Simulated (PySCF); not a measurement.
**OH (SMILES [OH]): ROCCSD(T)/6-31G(d) (spherical functions)**

Aim: the energy change on altering one bond length of OH at ROCCSD(T)/6-31G* (spherical functions), from 2 runs. Input form: a Python script.

The calculation is run with PySCF 2.14.0.

9 further runs of the same task are left out: 2 that didn't finish, 7 set aside as unsound or not needed.

**1. The molecule**

The species is OH (2 atoms), meant as a doublet with charge 0. As SMILES, `[OH]`. The coordinates come from a PBE0-D4/def2-TZVP relaxation.

Bond lengths: O1–H2 0.973 Å.

**2. A single-point energy at ROCCSD(T)/6-31G(d) (spherical functions)**

File input.py:

```python
# [OH]
from pyscf import gto, cc

system = gto.M(
    atom='O 0.415880 -0.133150 0.214550; H -0.415880 0.133150 -0.214550',
    max_memory=1860,
    basis='6-31g*',
    verbose=3,
    spin=1,
)

calc0 = system.ROHF()
calc0.conv_tol = 1e-10
calc0.kernel()
if not calc0.converged:
    calc0 = calc0.newton().run(calc0.mo_coeff, calc0.mo_occ)

mycc = cc.CCSD(calc0, frozen=1)
mycc.kernel()
e_t = mycc.ccsd_t()
e_final = mycc.e_tot + e_t
print('E = %.10f Eh' % e_final)
```

On the command line:

```console
$ OMP_NUM_THREADS=1 python input.py
```

The program printed:

```text
converged SCF energy = -75.3769371462184

WARN: RCCSD method does not support ROHF method. ROHF object is converted to UHF object and UCCSD method is called.

E(UCCSD) = -75.53313770133748  E_corr = -0.1562005551191287
UCCSD(T) correction = -0.00126377455839816
E = -75.5344014759 Eh
```

It took 0.68 s on 1 thread of Arm Neoverse V2, shared host; peak memory 0.12 GiB.

**3. The distorted shape**

File calc.py:

```python
from pyscf import gto, scf, cc

mol = gto.M(
    atom='''
O      2.043293    -0.654189     1.054123
H     -0.785899     0.251617    -0.405441
''',
    unit='bohr',
    max_memory=1860,
    verbose=3,
    charge=0,
    basis='6-31g*',
    spin=1,
)

mf = scf.ROHF(mol)
mf.conv_tol = 1e-10
mf.kernel()
if not mf.converged:
    mf = mf.newton().run(mf.mo_coeff, mf.mo_occ)

mycc = cc.CCSD(mf, frozen=1)
mycc.kernel()
e_t = mycc.ccsd_t()
energy = mycc.e_tot + e_t
print('E = %.10f Eh' % energy)
```

On the command line:

```console
$ OMP_NUM_THREADS=1 python calc.py
```

The program printed:

```text
converged SCF energy = -75.2094229663854

WARN: RCCSD method does not support ROHF method. ROHF object is converted to UHF object and UCCSD method is called.

E(UCCSD) = -75.41851570028706  E_corr = -0.2090927339016584
UCCSD(T) correction = -0.00640945135428776
E = -75.4249251516 Eh
```

Wall time 0.7 s (1 thread of Arm Neoverse V2, shared host); peak memory 0.12 GiB.

**4. Summary of results**

At ROCCSD(T)/6-31G* (spherical functions), 1 core orbital frozen:

```
                                                         quantity         value
                                        first shape: total energy  -75.53440 Eh
                first shape: dipole moment (Hartree–Fock density)        1.90 D
          first shape: correlation energy (1 core orbital frozen)    -157.5 mEh
                                      first shape: (T) correction     -1.26 mEh
                   first shape: ⟨S²⟩ of the reference determinant         0.750
                                       first shape: T1 diagnostic         0.012
                                    distorted shape: total energy  -75.42493 Eh
            distorted shape: dipole moment (Hartree–Fock density)        2.02 D
      distorted shape: correlation energy (1 core orbital frozen)    -215.5 mEh
                                  distorted shape: (T) correction     -6.41 mEh
               distorted shape: ⟨S²⟩ of the reference determinant         0.750
                                   distorted shape: T1 diagnostic         0.052
energy change with the O1–H2 bond stretched from 0.973 to 1.751 Å      2.979 eV
```

**Reading.** With the O1–H2 bond stretched from 0.973 to 1.751 Å the energy rises by 2.98 eV (287 kJ/mol). The first shape isn't relaxed at this level, so the change isn't measured from a minimum. The triples (first shape) make up 0.8 % of the correlation energy. The T1 diagnostic (distorted shape) of 0.052 is above the customary mark for such species, so a single reference may not serve. The triples (distorted shape) make up 3.0 % of the correlation energy.
